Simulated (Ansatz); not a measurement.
Relaxation of C3H6O2 (11 atoms, charge 0, multiplicity 1), to a largest force component of 0.015 eV/Å in at most 40 steps.

Theory: RKS PBE0/def2-SVP in Ansatz 0.2.0.

```xyz
11
Properties=species:S:1:pos:R:3
C -0.625 -0.008 1.671
C -0.337 -0.939 0.806
O 0.196 -0.840 -0.448
C 0.584 0.472 -0.928
O 1.090 0.346 -2.233
H -1.114 -0.201 2.618
H -0.504 1.093 1.455
H -0.447 -1.967 1.041
H -0.401 1.076 -0.965
H 1.236 0.969 -0.255
H 1.293 1.237 -2.513
```

Task: Where does it end, and by what steps?

Result: It converged. After 25 steps the energy has fallen by 0.536 eV; H11 moved furthest, 1.07 Å.

```json
{"step": "0", "energy less start (eV)": "0.0000", "largest force component (eV/Å)": "3.447", "accepted": "yes"}
{"step": "1", "energy less start (eV)": "-0.2928", "largest force component (eV/Å)": "1.107", "accepted": "yes"}
{"step": "2", "energy less start (eV)": "-0.3321", "largest force component (eV/Å)": "0.514", "accepted": "yes"}
{"step": "3", "energy less start (eV)": "-0.3195", "largest force component (eV/Å)": "0.541", "accepted": "no"}
{"step": "4", "energy less start (eV)": "-0.3443", "largest force component (eV/Å)": "0.208", "accepted": "yes"}
{"step": "5", "energy less start (eV)": "-0.3458", "largest force component (eV/Å)": "0.023", "accepted": "yes"}
{"step": "6", "energy less start (eV)": "-0.3459", "largest force component (eV/Å)": "0.054", "accepted": "yes"}
{"step": "7", "energy less start (eV)": "-0.3459", "largest force component (eV/Å)": "0.044", "accepted": "yes"}
{"step": "8", "energy less start (eV)": "-0.3462", "largest force component (eV/Å)": "0.018", "accepted": "yes"}
{"step": "9", "energy less start (eV)": "-0.3435", "largest force component (eV/Å)": "0.551", "accepted": "no"}
{"step": "10", "energy less start (eV)": "-0.3469", "largest force component (eV/Å)": "0.074", "accepted": "yes"}
{"step": "11", "energy less start (eV)": "-0.3472", "largest force component (eV/Å)": "0.339", "accepted": "yes"}
{"step": "12", "energy less start (eV)": "-0.3577", "largest force component (eV/Å)": "0.302", "accepted": "yes"}
{"step": "13", "energy less start (eV)": "-0.3670", "largest force component (eV/Å)": "0.686", "accepted": "yes"}
{"step": "14", "energy less start (eV)": "-0.3488", "largest force component (eV/Å)": "1.455", "accepted": "no"}
{"step": "15", "energy less start (eV)": "-0.3994", "largest force component (eV/Å)": "0.576", "accepted": "yes"}
{"step": "16", "energy less start (eV)": "-0.4369", "largest force component (eV/Å)": "0.429", "accepted": "yes"}
{"step": "17", "energy less start (eV)": "-0.4830", "largest force component (eV/Å)": "0.301", "accepted": "yes"}
{"step": "18", "energy less start (eV)": "-0.5256", "largest force component (eV/Å)": "0.134", "accepted": "yes"}
{"step": "19", "energy less start (eV)": "-0.4347", "largest force component (eV/Å)": "1.708", "accepted": "no"}
{"step": "20", "energy less start (eV)": "-0.5334", "largest force component (eV/Å)": "0.068", "accepted": "yes"}
{"step": "21", "energy less start (eV)": "-0.5265", "largest force component (eV/Å)": "0.322", "accepted": "no"}
{"step": "22", "energy less start (eV)": "-0.5311", "largest force component (eV/Å)": "0.690", "accepted": "no"}
{"step": "23", "energy less start (eV)": "-0.5352", "largest force component (eV/Å)": "0.027", "accepted": "yes"}
{"step": "24", "energy less start (eV)": "-0.5363", "largest force component (eV/Å)": "0.046", "accepted": "yes"}
{"step": "25", "energy less start (eV)": "-0.5364", "largest force component (eV/Å)": "0.008", "accepted": "yes"}
```

```xyz
11
Properties=species:S:1:pos:R:3
C -0.601 0.008 1.636
C -0.222 -0.891 0.719
O 0.226 -0.669 -0.526
C 0.369 0.669 -0.948
O 0.846 0.690 -2.230
H -0.943 -0.349 2.608
H -0.594 1.086 1.469
H -0.252 -1.966 0.927
H -0.616 1.169 -0.950
H 1.032 1.193 -0.226
H 1.726 0.296 -2.231
```

Time of the run: 42 s on 2 threads of Intel(R) Xeon(R) Platinum 8488C (Sapphire Rapids), with other jobs on the host, peak memory 0.22 GiB.
